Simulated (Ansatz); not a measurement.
Counterpoise correction, worked out

The pair of HF (SMILES F, atoms 1–2) and SO2 (SMILES O=S=O, atoms 3–5), both closed shells, in one local arrangement (a lower one may exist), relaxed at PBE0-D4/def2-TZVP:

```xyz
5
angstrom
F 0.0580 -0.2186 -2.4164
H 0.1417 0.1824 -1.5828
O -0.1591 -0.0715 2.5760
S -0.2047 -0.4422 1.1989
O 0.1640 0.5498 0.2243
```

Computed with Ansatz 0.2.0 (basis: def2-TZVPPD); correlated methods freeze the cores.

MP2 total energies in eV:

| system | geometry | basis functions | energy |
| --- | --- | --- | --- |
| pair | pair | all | -17641.42441 |
| HF | as in the pair | all (partner as ghosts) | -2730.38057 |
| SO2 | as in the pair | all (partner as ghosts) | -14910.88168 |
| HF | as in the pair | its own | -2730.37176 |
| SO2 | as in the pair | its own | -14910.86520 |
| HF | free (PBE0-D4 minimum) | its own | -2730.37406 |
| SO2 | free (PBE0-D4 minimum) | its own | -14910.86982 |

Question: Work out the interaction energy with and without the counterpoise correction, the superposition error, and the binding energy from the relaxed fragments.

Answer: Without correction: -17641.42441 − (-2730.37176) − (-14910.86520) = -0.18745 eV.
With correction (each fragment in the whole basis): -17641.42441 − (-2730.38057) − (-14910.88168) = -0.16216 eV = -3.74 kcal/mol.
The superposition error is the difference, 0.02529 eV, 13 % of the uncorrected value: each fragment borrows its partner's functions.
Deformation from the free shapes: 0.00230 eV for HF and 0.00462 eV for SO2.
Binding energy from relaxed fragments: -0.16216 + 0.00230 + 0.00462 = -0.15524 eV = -3.58 kcal/mol (electronic, without zero-point energy; negative means bound). For comparison, the corrected interaction energy by CCSD(T) at an estimated basis limit (MP2 extrapolated from triple and quadruple zeta, plus CCSD(T) − MP2 in triple zeta) is -0.188 eV.

T1 diagnostic: at most 0.022. The restricted Hartree–Fock reference is unstable towards an unrestricted one at one or more of these structures.

For scale, one of the runs: CCSD(T)/def2-TZVPPD, 188 basis functions, launched by `ansatz run in.yaml --threads 2 --pin off --events-out ev --progress --plain --max-ram 5222MiB`. Time: 70 s of wall clock on 2 CPU threads of an Arm Neoverse V1; the host was shared. Peak host memory: 2.1 GiB.
